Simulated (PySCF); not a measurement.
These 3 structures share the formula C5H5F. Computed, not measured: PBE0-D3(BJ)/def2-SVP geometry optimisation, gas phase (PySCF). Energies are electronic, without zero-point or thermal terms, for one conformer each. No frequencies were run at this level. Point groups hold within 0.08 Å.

Question: Order them by energy at this level, lowest first, and give relative energies in kJ/mol.
A. `F[C@@]12C=C[C@@H]1C2`
B. `C#CC1(F)CC1`
C. `C1CC(=CC=1)F`

Answer: C (0.0), B (195.6), A (197.9).

As drawn, the highest has a three-membered ring and a four-membered ring, which the lowest lacks. Neighbours under 10 kJ/mol apart (C#CC1(F)CC1 and F[C@@]12C=C[C@@H]1C2) can change places with a better method, another conformer or zero-point energy.

```json
{"SMILES": "FC1=CC=CC1", "E (Eh)": "-292.80405", "E rel (kJ/mol)": "0.0", "dipole (D)": "1.09", "point group": "Cs", "A, B, C (MHz)": "8342, 3368, 2436"}
{"SMILES": "C#CC1(F)CC1", "E (Eh)": "-292.72956", "E rel (kJ/mol)": "195.6", "dipole (D)": "1.75", "point group": "Cs", "A, B, C (MHz)": "6198, 3057, 2445"}
{"SMILES": "F[C@@]12C=C[C@@H]1C2", "E (Eh)": "-292.72869", "E rel (kJ/mol)": "197.9", "dipole (D)": "1.52", "point group": "C1", "A, B, C (MHz)": "6620, 4069, 3146"}
```

Q: How do the relative energies change in single points at B3LYP/pcSseg-2 (no added dispersion term) on the same geometries?

A: 
```
              SMILES  PBE0-D3(BJ)/def2-SVP (kJ/mol)  B3LYP/pcSseg-2 (kJ/mol)  shift
          FC1=CC=CC1                            0.0                      0.0    0.0
         C#CC1(F)CC1                          195.6                    173.2  -22.4
F[C@@]12C=C[C@@H]1C2                          197.9                    217.5  +19.6
```

Each column counts from its own lowest isomer. The order is unchanged; the largest shift is 22.4 kJ/mol.
